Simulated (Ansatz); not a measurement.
Reaction (isomerisation): `C#CCOCF` → `C#COC(C)F`

Isolated molecules relaxed with PBE0-D4/def2-TZVP in Ansatz; ΔE leaves out vibrations. CCSD(T)/CBS is the MP2 limit (def2-TZVPP, def2-QZVPP) plus CCSD(T) − MP2 in def2-TZVPP, frozen cores. Each species was taken in one conformer, which may not be the lowest.

```json
{"level": "CCSD/def2-TZVPP", "ΔE (kJ/mol)": "17.5"}
{"level": "MP2/def2-QZVPP", "ΔE (kJ/mol)": "16.4"}
```

Question: What does CCSD(T)/CBS give? (Estimate.)

Answer: Computed: +17.1 kJ/mol. The listed levels differ from it by 0.4, -0.7 kJ/mol.

Largest T1 diagnostic among the species: 0.012.
